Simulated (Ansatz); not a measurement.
The input, for Ansatz 0.2.0:

```yaml
crystal:
  periodic: [false, false, false]
  atoms:
    - {symbol: Hf, position_ang: [0.000133, 0.000000, 0.166127]}
    - {symbol: C, position_ang: [-0.003318, 0.000000, -2.023573]}
    - {symbol: H, position_ang: [0.007967, -0.897604, -2.652673]}
    - {symbol: H, position_ang: [0.007967, 0.897604, -2.652673]}
basis:
  gaussian: {orbitals: def2-SVP}
magnetization: {spin_polarized: true, initial_magnetization: 2}
hamiltonian: {xc: {name: PBE0}}
correlation: {method: bccd, electrons: outside_noble_gas}
scf: {omitted_lower_state_checks: [cluster_reference]}
```

```sh
$ ansatz run in.yaml --threads 1 --pin off --events-out ev --progress --plain --max-ram 2393MiB
```

Problem. Roughly how long does this take on 1 thread of Arm Neoverse V1, shared host, and how much host memory?

Solution. 32 s wall and 0.2 GiB.

```
these checks for a lower state are left out or cut short: cluster_reference
578 factors; integrals over basis functions are off by at most 8.1e-4 eV
mean field evaluation 1: about -2353.7043 eV, gradient 4.8e1 eV
mean field evaluation 2: about -2353.8027 eV, gradient 4.7e1 eV
mean field evaluation 4: about -2365.4487 eV, gradient 1.7e1 eV
mean field evaluation 8: about -2367.8112 eV, gradient 7.4e-1 eV
mean field evaluation 16: about -2367.8454 eV, gradient 1.8e-1 eV
mean field evaluation 32: about -2368.3503 eV, gradient 2.4e-6 eV
mean field evaluation 64: about -2368.2843 eV, gradient 6.8e-1 eV
mean field evaluation 96: about -2315.7638 eV, gradient 4.4e1 eV
mean field evaluation 128: about -2368.2489 eV, gradient 3.6e-1 eV
mean field -2368.35027910 eV, -87.0352674313 hartree, gradient 8.3e-9 eV, S^2 2.144560; 8 other end points of the search recorded, 0 dependent functions left out
5 core orbitals not correlated: weight in the atoms' cores, before any rotation towards them, 0.998 or more for the frozen orbitals, at most 0.001 for the correlated occupied ones
reference -2347.98220974 eV, -86.2867546885 hartree; 6, 4 occupied and 45, 47 virtual orbitals, 578 factors
second order -5.92433473 eV of doubles, -0.27212169 eV of singles
cycle   1  -5.84028563 eV  change    3.4e-1 eV  update   1.4e-1
...
cycle  15  -6.21585571 eV  change    5.5e-5 eV  update   1.8e-4
cycle  16  -6.21579242 eV  change    6.3e-5 eV  update   1.7e-4
cycle  17  -6.21579111 eV  change    1.3e-6 eV  update   1.5e-4
cycle  18  -6.21580657 eV  change   -1.5e-5 eV  update   1.3e-4
cycle  19  -6.21582633 eV  change   -2.0e-5 eV  update   9.0e-5
cycle  20  -6.21585621 eV  change   -3.0e-5 eV  update   5.2e-5
cycle  21  -6.21583643 eV  change    2.0e-5 eV  update   3.3e-5
cycle  22  -6.21583751 eV  change   -1.1e-6 eV  update   2.0e-5
cycle  23  -6.21583044 eV  change    7.1e-6 eV  update   1.4e-5
cycle  24  -6.21583161 eV  change   -1.2e-6 eV  update   1.0e-5
Total energy: -2354.19804135 eV, -86.5151822868 hartree
Checks for a lower state left out: cluster_reference
```
